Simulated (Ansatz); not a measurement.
Molecule (SMILES): [O+]([O-])=O.
Geometry (B3LYP-D3(BJ)/def2-TZVP, fixed):
```
O
O 1 1.2535
O 1 1.2535 2 118.30
```

Basis-set convergence of the dipole moment at PBE0 with Ansatz (a first-principles code). Dipoles come from the density behind the forces; the sign is taken along the dipole that this method gives in the largest set. Cartesian d functions, on some or all atoms, in 6-31G**; all else is spherical. The program fits the integrals of some runs and decomposes those of others, by size. No added dispersion term, no relativity. Reference: the value in aug-pcseg-3, 0.666 D. Deviations are taken from unrounded values.

```json
[
 {"basis": "3-21G", "functions": "27", "dipole moment (D)": "0.444", "minus reference (D)": "-0.221"},
 {"basis": "6-31G", "functions": "27", "dipole moment (D)": "0.486", "minus reference (D)": "-0.180"},
 {"basis": "def2-SVP", "functions": "42", "dipole moment (D)": "0.635", "minus reference (D)": "-0.031"},
 {"basis": "pcseg-1", "functions": "42", "dipole moment (D)": "0.613", "minus reference (D)": "-0.053"},
 {"basis": "6-31G**", "functions": "45", "dipole moment (D)": "0.626", "minus reference (D)": "-0.040"},
 {"basis": "6-311G**", "functions": "54", "dipole moment (D)": "0.631", "minus reference (D)": "-0.034"},
 {"basis": "6-311+G**", "functions": "66", "dipole moment (D)": "0.710", "minus reference (D)": "0.044"},
 {"basis": "aug-cc-pVDZ", "functions": "69", "dipole moment (D)": "0.656", "minus reference (D)": "-0.010"},
 {"basis": "def2-SVPD", "functions": "69", "dipole moment (D)": "0.655", "minus reference (D)": "-0.011"},
 {"basis": "6-311++G(2d,2p)", "functions": "81", "dipole moment (D)": "0.692", "minus reference (D)": "0.026"},
 {"basis": "cc-pVTZ", "functions": "90", "dipole moment (D)": "0.652", "minus reference (D)": "-0.014"},
 {"basis": "pcseg-2", "functions": "90", "dipole moment (D)": "0.687", "minus reference (D)": "0.022"},
 {"basis": "6-311++G(3df,3pd)", "functions": "117", "dipole moment (D)": "0.663", "minus reference (D)": "-0.003"},
 {"basis": "aug-pcseg-2", "functions": "138", "dipole moment (D)": "0.666", "minus reference (D)": "0.001"},
 {"basis": "cc-pVQZ", "functions": "165", "dipole moment (D)": "0.651", "minus reference (D)": "-0.015"},
 {"basis": "d-aug-cc-pVTZ", "functions": "186", "dipole moment (D)": "0.665", "minus reference (D)": "0.000"},
 {"basis": "aug-cc-pVQZ", "functions": "240", "dipole moment (D)": "0.666", "minus reference (D)": "0.000"},
 {"basis": "aug-pcseg-3", "functions": "255", "dipole moment (D)": "0.666", "minus reference (D)": "0.000"}
]
```
